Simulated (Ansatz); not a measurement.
## C4H6O, SMILES C#COCC: a rigid torsion scan, step by step

Computed with Ansatz 0.2.0, Python API.

Run as a notebook:

**Cell 1**
```python
import warnings

import ansatz
from ase import Atoms
```

**Cell 2**
```python
warnings.simplefilter("ignore", ansatz.DeckWarning)
```

**Cell 3**
```python
atoms = Atoms(["C", "C", "O", "C", "C", "H", "H", "H", "H", "H", "H"], positions=[
    (-0.5289, 1.5762, 2.0268),
    (0.1017, 0.8053, 1.421),
    (0.9138, -0.0791, 0.8256),
    (0.2, -0.94, -0.0787),
    (0.1169, -0.2519, -1.4399),
    (-1.151, 2.2996, 2.5209),
    (0.736, -1.8534, -0.148),
    (-0.7922, -1.1712, 0.3198),
    (-0.4833, 0.6787, -1.4034),
    (1.0843, -0.0494, -1.859),
    (-0.372, -0.988, -2.1772),
])
```

**Cell 4**
```python
first = (
    ansatz.Crystal.molecule_from_ase(atoms).calculation()
    .basis(gaussian="6-31G*")
    .functional("PBE")
    .relax(force_tolerance=0.02, max_steps=80)
)
atoms.positions = first.run().report["positions_ang"]
```

**Cell 5**
```python
start = atoms.get_dihedral(4, 3, 2, 1)
energies = {}
for turn in range(0, 360, 40):
    turned = atoms.copy()
    turned.set_dihedral(4, 3, 2, 1, start + turn, indices=[0, 1, 2, 5])
    model = ansatz.Crystal.molecule_from_ase(turned).calculation().basis(gaussian="6-31G*").functional("PBE")
    energies[round((start + turn) % 360)] = model.run().report["free_energy_ev"]
floor = min(energies.values())
print("dihedral C4-C3-O2-C1 (deg)   E - E(min) (kJ/mol)")
for angle, e in sorted(energies.items()):
    print(f"{angle:8d} {96.485332 * (e - floor):14.3f}  " + "#" * int(30 * (e - floor) / max(max(energies.values()) - floor, 1e-9)))
```
Output:
```text
dihedral C4-C3-O2-C1 (deg)   E - E(min) (kJ/mol)
      29         10.350  ##################
      69          0.000
     109          5.416  #########
     149          6.059  ##########
     189          4.486  #######
     229          8.381  ##############
     269          5.782  ##########
     309          5.644  #########
     349         16.976  ##############################
```

The scan is rigid and the energies are electronic, in a modest basis. With rigid groups the curve can differ much from the relaxed path, the start wasn't checked as a minimum of this torsion, and equivalent turns needn't return to the same energy. Timing: 44 s on 1 thread of Arm Neoverse V2 (shared host), peak memory 0.2 GiB.

(Lines on the test bed's own set-up are left out of the output.)
